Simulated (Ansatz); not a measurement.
This Ansatz (a program for electronic structure) input (HF/cc-pV(T+d)Z) gives -499.14864 Eh with 111 basis functions. A basis named .json is the Basis Set Exchange file of that set (core-valence sets with the plain set on hydrogen).

Ansatz 0.2 input:
```yaml
crystal:
  periodic: [false, false, false]
  atoms:
    - {symbol: C, position_ang: [0.00819413, 0.01326082, -1.13371283]}
    - {symbol: Cl, position_ang: [-0.00477402, -0.00772595, 0.66051769]}
    - {symbol: H, position_ang: [0.01747178, 1.04777215, -1.46340501]}
    - {symbol: H, position_ang: [0.89974992, -0.50396843, -1.47517859]}
    - {symbol: H, position_ang: [-0.88522815, -0.49202752, -1.48794019]}
basis:
  gaussian:
    orbitals: cc-pV_T+d_Z.json
    fitting: {mean_field: cc-pV5Z-JKFIT.json}
hamiltonian:
  xc: {name: HF}
magnetization: {spin_polarized: false}
```

Change:
```diff
- fitting: {mean_field: cc-pV5Z-JKFIT.json}
+ fitting: {mean_field: def2-SV_P_-JKFIT.json}
```

Task: What does the run give now?

Result: -499.14862 Eh (HF/cc-pV(T+d)Z, 111 functions), a change of +0.02 mEh.
